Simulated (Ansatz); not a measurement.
## C2H5B, SMILES B1CC1: harmonic frequencies at the relaxed geometry

Run with Ansatz's Python interface.

Script `freq_c2h5b.py`:
```python
import itertools

import ansatz
from ase import Atoms
from ase.data import atomic_numbers, covalent_radii
from ase.thermochemistry import IdealGasThermo
import numpy as np

c2h5b = (
    ansatz.Crystal.molecule()
    .atom('B', (-0.8674, -0.1509, -0.51))
    .atom('C', (0.1802, 0.7395, 0.2961))
    .atom('C', (0.4337, -0.68, 0.0622))
    .atom('H', (-1.8627, -0.2075, -1.1081))
    .atom('H', (0.753, 1.4449, -0.3585))
    .atom('H', (-0.1491, 1.0318, 1.3186))
    .atom('H', (0.3464, -1.343, 0.9576))
    .atom('H', (1.2581, -0.8919, -0.7137))
)

job = c2h5b.calculation().basis(gaussian='def2-SVP').functional('PBE', dispersion='d3bj')
symbols = [site.symbol for site in c2h5b.cartesian_sites]
start = np.array([site.position_ang for site in c2h5b.cartesian_sites], dtype=float)
r = job.relax(force_tolerance=0.003).run(threads=1).report
end = np.array(r['positions_ang'])

radius = [covalent_radii[atomic_numbers[s]] for s in symbols]
span = lambda where, i, j: np.linalg.norm(where[i] - where[j])
bonded = [(i, j) for i, j in itertools.combinations(range(len(symbols)), 2) if min(span(start, i, j), span(end, i, j)) < 1.2 * (radius[i] + radius[j])]
print('pair        before    after (A)')
for i, j in bonded:
    print(f'{symbols[i]}{i}-{symbols[j]}{j}'.ljust(10), f'{span(start, i, j):8.4f} {span(end, i, j):8.4f}')
for first, second in list(itertools.combinations(bonded, 2)):
    shared = set(first) & set(second)
    if shared and symbols[(j := shared.pop())] != 'H':
        i, k = sorted((set(first) | set(second)) - {j})
        u, v = end[i] - end[j], end[k] - end[j]
        angle = np.degrees(np.arccos(np.clip(u @ v / np.linalg.norm(u) / np.linalg.norm(v), -1, 1)))
        print(f'final angle {symbols[i]}{i}-{symbols[j]}{j}-{symbols[k]}{k}: {angle:.2f} deg')

minimum = ansatz.Crystal.molecule()
for symbol, place in zip(symbols, end):
    minimum = minimum.atom(symbol, place.tolist())
vibrating = (
    minimum.calculation()
    .basis(gaussian='def2-SVP')
    .functional('PBE', dispersion='d3bj')
    .phonons(temperatures=(100, 500, 100))
)
vib = vibrating.run(threads=1).report['vibrations']
sums = vib['harmonic_sums']
modes = [m['omega_inv_cm'] for m in sums['modes_at_gamma'] if m['rigid_motion'] == 'no']
for number, w in enumerate(modes, start=1):
    print(f'mode {number:2d} {w:9.1f} 1/cm {w / 8065.544 * 1000:8.2f} meV')
print('imaginary modes:', sum(w < 0 for w in modes), ' zero-point energy:', round(sums['zero_point_energy_ev'], 4), 'eV')
gas = IdealGasThermo(vib_energies=[w / 8065.544 for w in modes if w > 0], geometry='linear' if len(modes) == 3 * len(symbols) - 5 else 'nonlinear',
                     atoms=Atoms(symbols, positions=end), symmetrynumber=1, spin=0.0)
print(f'H(298 K) - E = {gas.get_enthalpy(298.15, verbose=False):.4f} eV')
print(f'S(298 K, 1 bar) = {96485.33 * gas.get_entropy(298.15, 1e5, verbose=False):.1f} J/(mol K) with symmetry number 1')
```

`python freq_c2h5b.py` gives:
```text
pair        before    after (A)
B0-C1        1.5938   1.5371
B0-C2        1.5166   1.5371
B0-H3        1.1626   1.2055
C1-C2        1.4608   1.5477
C1-H4        1.1199   1.1051
C1-H5        1.1133   1.1051
C2-H6        1.1176   1.1051
C2-H7        1.1518   1.1051
final angle C1-B0-C2: 60.46 deg
final angle C1-B0-H3: 149.77 deg
final angle B0-C1-C2: 59.77 deg
final angle B0-C1-H4: 119.83 deg
final angle B0-C1-H5: 119.84 deg
final angle C2-B0-H3: 149.77 deg
final angle B0-C2-C1: 59.77 deg
final angle B0-C2-H6: 119.83 deg
final angle B0-C2-H7: 119.84 deg
final angle C2-C1-H4: 118.25 deg
final angle C2-C1-H5: 118.25 deg
final angle C1-C2-H6: 118.25 deg
final angle C1-C2-H7: 118.25 deg
final angle H4-C1-H5: 111.84 deg
final angle H6-C2-H7: 111.84 deg
mode  1     396.8 1/cm    49.19 meV
mode  2     407.5 1/cm    50.52 meV
mode  3     645.8 1/cm    80.06 meV
mode  4     706.6 1/cm    87.61 meV
mode  5     838.5 1/cm   103.96 meV
mode  6     890.0 1/cm   110.35 meV
mode  7     912.3 1/cm   113.11 meV
mode  8     962.3 1/cm   119.31 meV
mode  9    1003.4 1/cm   124.41 meV
mode 10    1137.3 1/cm   141.00 meV
mode 11    1179.0 1/cm   146.18 meV
mode 12    1310.2 1/cm   162.45 meV
mode 13    1350.3 1/cm   167.41 meV
mode 14    2648.6 1/cm   328.38 meV
mode 15    3034.8 1/cm   376.27 meV
mode 16    3036.2 1/cm   376.44 meV
mode 17    3104.4 1/cm   384.90 meV
mode 18    3117.0 1/cm   386.46 meV
imaginary modes: 0  zero-point energy: 1.654 eV
H(298 K) - E = 1.7888 eV
S(298 K, 1 bar) = 259.4 J/(mol K) with symmetry number 1
```

The frequencies are harmonic and unscaled, in a modest basis. The entropy takes a symmetry number of 1; a symmetric molecule's is lower by R ln(sigma). It ran for 52 s on 1 thread of Arm Neoverse V1, on a shared host, peak memory 0.23 GiB.
